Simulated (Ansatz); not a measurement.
Rock-salt LiF, band gap

Reference value: 15.35 eV (measured, zero-point renormalisation of 1.15 eV added back here (the table's ZPR column); inputs from Chen et al. (2018), doi:10.1103/physrevmaterials.2.073803).

Problem. Which of these levels comes closest to the reference?
A) G0W0@HSE06 (Ansatz (a quantum-chemistry and plane-wave program))
B) PBE (Ansatz)
C) PBE-D4 (Ansatz)
D) r²SCAN (Ansatz)

Solution. A, G0W0@HSE06 (Ansatz)

| level (code) | value (eV) | cell (Å³/atom) | error (eV) |
|---|---|---|---|
| PBE (Ansatz) | 9.10 (direct) | 8.16 | -6.25 |
| PBE-D4 (Ansatz) | 8.98 | 8.27 | -6.37 |
| r²SCAN (Ansatz) | 10.07 (direct) | 8.16 | -5.28 |
| G0W0@HSE06 (Ansatz) | 15.00 (direct) | 8.16 | -0.35 |

Of the ranked levels G0W0@HSE06 (-0.35 eV) comes nearest. Among them PBE-D4 (-6.37 eV) misses by most. Of the ranked levels only G0W0@HSE06 lands within 1 eV. All 4 levels lie below the reference.

Density-functional gaps are differences of (generalised) Kohn–Sham levels of a static lattice; semilocal ones lie below quasiparticle gaps as a rule. Measured gaps hold zero-point and thermal shifts unless a correction is named.  PBE-D4: the gap is read on the k mesh or supercell of the run alone and can be too large. G0W0@HSE06: GW on a hybrid start was not checked against another program. Values are at the measured cell; PBE-D4 at the level's own relaxed cell. Cutoffs differ between the levels. Ansatz's density-functional and Hartree–Fock values are scalar-relativistic unless marked +SOC, with PAW data made under PBE.

Differences are worked out from the printed values.
